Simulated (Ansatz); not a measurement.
## Nudged elastic band run: BClH$_{4}$O

Input file:

```yaml
crystal:
  periodic: [false, false, false]
  atoms:
    - { symbol: B, position_ang: [-0.137369, -0.433073, -0.016098] }
    - { symbol: O, position_ang: [-0.508385, 0.166955, 1.150907] }
    - { symbol: H, position_ang: [-1.143596, -0.349035, 1.681552] }
    - { symbol: H, position_ang: [0.651741, 0.176733, -0.706654] }
    - { symbol: H, position_ang: [-0.596615, -1.522277, -0.311536] }
    - { symbol: Cl, position_ang: [0.790748, 3.00318, 1.649766] }
    - { symbol: H, position_ang: [0.183676, 1.842217, 1.576563] }
basis:
  gaussian: { orbitals: def2-SVP }
hamiltonian:
  xc: pbe
  dispersion: d4
neb:
  order_check: false
  images: 7
  f_tol: 0.05
  max_iterations: 60
  final_atoms:
    - { symbol: B, position_ang: [0.02933592, 0.35182561, 0.03125138] }
    - { symbol: O, position_ang: [-0.14440088, -0.10304157, 1.63362512] }
    - { symbol: H, position_ang: [-1.08018629, 0.08542778, 1.86192119] }
    - { symbol: H, position_ang: [1.17428012, 0.02657908, -0.22410368] }
    - { symbol: H, position_ang: [-0.88326722, -0.24396188, -0.51480561] }
    - { symbol: Cl, position_ang: [-0.21814106, 2.18677335, 0.10912674] }
    - { symbol: H, position_ang: [0.36257943, 0.58109763, 2.12748486] }
  initial_path:
    images:
      - { positions_ang: [[-0.137369, -0.433073, -0.016098], [-0.508385, 0.166955, 1.150907], [-1.143596, -0.349035, 1.681552], [0.651741, 0.176733, -0.706654], [-0.596615, -1.522277, -0.311536], [0.790748, 3.00318, 1.649766], [0.183676, 1.842217, 1.576563]] }
      - { positions_ang: [[-0.08247594, -0.33897744, 0.00141445], [-0.41002026, 0.14773379, 1.3123574], [-1.12138235, -0.30584389, 1.77448081], [0.78201652, 0.1099571, -0.63517374], [-0.66624884, -1.17226807, -0.39607818], [0.6154915, 2.76281608, 1.37880691], [0.12281938, 1.68128242, 1.58869234]] }
      - { positions_ang: [[-0.02758289, -0.24488187, 0.0189269], [-0.31165552, 0.12851258, 1.4738078], [-1.09916871, -0.26265278, 1.86740961], [0.91229204, 0.0431812, -0.56369347], [-0.73588268, -0.82225914, -0.48062035], [0.440235, 2.52245217, 1.10784783], [0.06196276, 1.52034784, 1.60082168]] }
      - { positions_ang: [[0.02731017, -0.15078631, 0.03643935], [-0.21329078, 0.10929136, 1.63525821], [-1.07695506, -0.21946167, 1.96033842], [1.04256756, -0.02359469, -0.49221321], [-0.80551653, -0.47225021, -0.56516253], [0.2649785, 2.28208825, 0.83688874], [0.00110613, 1.35941326, 1.61295101]] }
      - { positions_ang: [[0.08220322, -0.05669074, 0.0539518], [-0.11492605, 0.09007015, 1.79670861], [-1.05474141, -0.17627056, 2.05326723], [1.17284309, -0.09037059, -0.42073295], [-0.87515037, -0.12224128, -0.6497047], [0.089722, 2.04172434, 0.56592966], [-0.05975049, 1.19847868, 1.62508035]] }
      - { positions_ang: [[0.0689864, 0.04543835, 0.0482767], [-0.12229476, 0.04179222, 1.75593774], [-1.06110263, -0.11084597, 2.00543072], [1.17320234, -0.06113317, -0.37157563], [-0.87717958, -0.15267143, -0.61597993], [0.01275624, 2.07798659, 0.45172893], [0.04583199, 1.04413342, 1.75068148]] }
      - { positions_ang: [[0.05576957, 0.14756743, 0.04260159], [-0.12966346, -0.00648571, 1.71516687], [-1.06746385, -0.04542139, 1.95759421], [1.1735616, -0.03189575, -0.32241832], [-0.8792088, -0.18310158, -0.58225516], [-0.06420953, 2.11424884, 0.3375282], [0.15141447, 0.88978815, 1.87628261]] }
      - { positions_ang: [[0.04255274, 0.24969652, 0.03692649], [-0.13703217, -0.05476364, 1.67439599], [-1.07382507, 0.02000319, 1.9097577], [1.17392086, -0.00265834, -0.273261], [-0.88123801, -0.21353173, -0.54853038], [-0.14117529, 2.1505111, 0.22332747], [0.25699695, 0.73544289, 2.00188373]] }
      - { positions_ang: [[0.02933592, 0.35182561, 0.03125138], [-0.14440088, -0.10304157, 1.63362512], [-1.08018629, 0.08542778, 1.86192119], [1.17428012, 0.02657908, -0.22410368], [-0.88326722, -0.24396188, -0.51480561], [-0.21814106, 2.18677335, 0.10912674], [0.36257943, 0.58109763, 2.12748486]] }
```

Launched with:

```bash
$ ansatz run input.yaml --threads 1 --pin off --max-ram 2048MiB --backend cpu --events-out ev --progress --plain --runs-dir out
```

Output, in part (warnings, iteration lines, the closing report on the highest movable image, with atoms numbered from 0):

```
NEB end point (image 0): max|allowed force component| = 3.206e-3 eV/Å (the criterion of neb.relax_end_points is 1.000e-2)
NEB end point (image 8): max|allowed force component| = 8.439e-3 eV/Å (the criterion of neb.relax_end_points is 1.000e-2)
NEB iter   1: max|band force component| = 6.501e0 eV/Å  barrier→ = 2.4175 eV  barrier← = 2.4298 eV  Δτ_max = 0.1970 Å  (220 SCF iters)
NEB iter   2: max|band force component| = 3.235e0 eV/Å  barrier→ = 1.0213 eV  barrier← = 1.0336 eV  Δτ_max = 0.1980 Å  (214 SCF iters)
NEB iter   3: max|band force component| = 1.170e0 eV/Å  barrier→ = 0.7755 eV  barrier← = 0.7877 eV  Δτ_max = 0.1979 Å  (201 SCF iters)
NEB iter   4: max|band force component| = 1.636e0 eV/Å  barrier→ = 0.7513 eV  barrier← = 0.7636 eV  Δτ_max = 0.0990 Å  (202 SCF iters)
NEB iter   5: max|band force component| = 1.377e0 eV/Å  barrier→ = 0.8168 eV  barrier← = 0.8290 eV  Δτ_max = 0.1001 Å  (186 SCF iters)
NEB iter   6: max|band force component| = 1.143e0 eV/Å  barrier→ = 0.7846 eV  barrier← = 0.7968 eV  Δτ_max = 0.1005 Å  (189 SCF iters)
NEB iter   7: max|band force component| = 1.587e0 eV/Å  barrier→ = 0.6699 eV  barrier← = 0.6822 eV  Δτ_max = 0.0503 Å  (190 SCF iters)
NEB iter   8: max|band force component| = 7.308e-1 eV/Å  barrier→ = 0.5730 eV  barrier← = 0.5853 eV  Δτ_max = 0.1003 Å  (185 SCF iters)
NEB iter   9: max|band force component| = 5.274e-1 eV/Å  barrier→ = 0.4999 eV  barrier← = 0.5122 eV  CI = image 5  Δτ_max = 0.1001 Å  (184 SCF iters)
NEB iter  10: max|band force component| = 8.251e-1 eV/Å  barrier→ = 0.5746 eV  barrier← = 0.5868 eV  CI = image 5  Δτ_max = 0.0504 Å  (189 SCF iters)
NEB iter  11: max|band force component| = 5.220e-1 eV/Å  barrier→ = 0.5876 eV  barrier← = 0.5999 eV  CI = image 5  Δτ_max = 0.0501 Å  (191 SCF iters)
NEB iter  12: max|band force component| = 5.751e-1 eV/Å  barrier→ = 0.5736 eV  barrier← = 0.5859 eV  CI = image 5  Δτ_max = 0.0248 Å  (178 SCF iters)
NEB iter  13: max|band force component| = 6.104e-2 eV/Å  barrier→ = 0.5708 eV  barrier← = 0.5831 eV  CI = image 5  Δτ_max = 0.0500 Å  (179 SCF iters)
NEB iter  14: max|band force component| = 3.574e-2 eV/Å  barrier→ = 0.5705 eV  barrier← = 0.5827 eV  CI = image 5  Δτ_max = 0.0000 Å  (361 SCF iters)
Total energy: -15296.83024304 eV, -562.1481428678 hartree
Atom 0 at     0.040527     0.056779     0.169112 Å, force     0.008203    -0.036515    -0.003173 eV/Å
Atom 1 at    -0.083968    -0.096120     1.646253 Å, force    -0.018649     0.025709     0.000394 eV/Å
Atom 2 at    -1.015210    -0.263033     1.889378 Å, force     0.004730    -0.017157     0.002716 eV/Å
Atom 3 at     1.157356    -0.153266    -0.242448 Å, force     0.004617     0.011923    -0.009034 eV/Å
Atom 4 at    -0.960401    -0.161269    -0.481995 Å, force    -0.007177     0.007310     0.001495 eV/Å
Atom 5 at     0.081485     2.265460     0.484032 Å, force     0.009408     0.010536    -0.009727 eV/Å
Atom 6 at     0.020410     1.236149     1.560168 Å, force    -0.001132    -0.001807     0.017331 eV/Å
Dipole moment:    -0.338760    -0.160900     0.352304 e Å
```

The run converged. A vibrational analysis at the climbing image gives one clearly imaginary mode, 771i cm⁻¹: a first-order saddle point. The orbitals stay closed-shell, which can raise the energy where a bond breaks towards radicals; this wasn't checked here.

Final band (atoms are numbered from 1 in the order of the input):

| image | path coordinate (Å) | energy (kJ/mol) | Cl6–H7 (Å) | B1–Cl6 (Å) | O2–H7 (Å) |
| --- | --- | --- | --- | --- | --- |
| 0 | 0.00 | 0.0 | 1.31 | 3.93 | 1.86 |
| 1 | 0.61 | 1.0 | 1.31 | 3.83 | 1.88 |
| 2 | 1.22 | 3.3 | 1.31 | 3.66 | 1.94 |
| 3 | 1.83 | 5.7 | 1.31 | 3.34 | 2.04 |
| 4 | 2.44 | 15.6 | 1.32 | 2.81 | 1.88 |
| 5 | 3.05 | 55.0 | 1.49 | 2.23 | 1.34 |
| 6 | 3.52 | 11.0 | 1.92 | 1.94 | 1.03 |
| 7 | 3.98 | -0.9 | 2.41 | 1.86 | 0.99 |
| 8 | 4.44 | -1.2 | 2.64 | 1.85 | 0.98 |

Run time: 2.3 min on 1 thread of Arm Neoverse V1 (shared host), peak memory 0.12 GiB.
